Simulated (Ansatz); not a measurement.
How far each method lies from UCCSDT(Q) for Al–CH–Cl, doublet

Geometry: displaced at random from a stationary point.

```csv
atom,x (Å),y (Å),z (Å)
Al,0.0678,-0.1829,1.6817
C,-0.0971,0.9259,0.0454
Cl,-0.0205,-0.2274,-1.2863
H,0.0626,1.8620,-0.3155
```

Basis cc-pVDZ; Ansatz 0.2.0. Only valence electrons are correlated (noble-gas cores frozen), which leaves 15 electrons in 44 orbitals. R marks a restricted (for open shells ROHF) determinant, U an unrestricted one. Active spaces: frontier = (9e, 9o) about the gap.

Full CI isn't at hand for all of this; UCCSDT(Q) serves as the reference, and is uncertain by about the last step of the cluster series. The frozen core follows each run's orbitals, which can shift R against U totals by a few meV.

For open shells CISD is restricted-active-space CI with the open shells as a complete middle space.

```
UHF ⟨S²⟩                          : 0.847
T1 diagnostic (RCCSD)             : 0.0235
largest doubles amplitude (RCCSD) : 0.101
T1 diagnostic (UCCSD)             : 0.0341
```

```json
{"level": "RHF", "E − E(UCCSDT(Q)) (mEh)": "345.32", "share of correlation (%)": "0.00", "wall time": "–"}
{"level": "UHF", "E − E(UCCSDT(Q)) (mEh)": "340.39", "share of correlation (%)": "1.43", "wall time": "–"}
{"level": "RMP2", "E − E(UCCSDT(Q)) (mEh)": "49.87", "share of correlation (%)": "85.56", "wall time": "–"}
{"level": "UMP2", "E − E(UCCSDT(Q)) (mEh)": "52.34", "share of correlation (%)": "84.84", "wall time": "–"}
{"level": "CISD", "E − E(UCCSDT(Q)) (mEh)": "49.01", "share of correlation (%)": "85.81", "wall time": "10 s"}
{"level": "RCCSD", "E − E(UCCSDT(Q)) (mEh)": "11.57", "share of correlation (%)": "96.65", "wall time": "–"}
{"level": "UCCSD", "E − E(UCCSDT(Q)) (mEh)": "11.51", "share of correlation (%)": "96.67", "wall time": "–"}
{"level": "RCCSD(T)", "E − E(UCCSDT(Q)) (mEh)": "1.92", "share of correlation (%)": "99.44", "wall time": "4.3 s"}
{"level": "UCCSD(T)", "E − E(UCCSDT(Q)) (mEh)": "1.98", "share of correlation (%)": "99.43", "wall time": "11 s"}
{"level": "BCCD(T)", "E − E(UCCSDT(Q)) (mEh)": "1.83", "share of correlation (%)": "99.47", "wall time": "4.9 s"}
{"level": "RCCSDT", "E − E(UCCSDT(Q)) (mEh)": "0.82", "share of correlation (%)": "99.76", "wall time": "–"}
{"level": "UCCSDT", "E − E(UCCSDT(Q)) (mEh)": "0.81", "share of correlation (%)": "99.77", "wall time": "–"}
{"level": "RCCSDT(Q)", "E − E(UCCSDT(Q)) (mEh)": "0.08", "share of correlation (%)": "99.98", "wall time": "3.9 min"}
```

The correlation energy at UCCSDT(Q), counted from RHF, is -9.397 eV. That run took 3.6 min on 1 thread of Arm Neoverse V1, shared host.

Run but not shown, since their state, orbitals or frozen core can't be matched to the reference's or they repeat it: CASSCF (frontier space), NEVPT2 (frontier space), MRCISD (frontier space), MRCISD+Q (frontier space).

Times hold each run's SCF and search for its determinant on a shared host, so for small cases they say little of a method's own cost; they ran on 1 thread of Arm Neoverse V1.
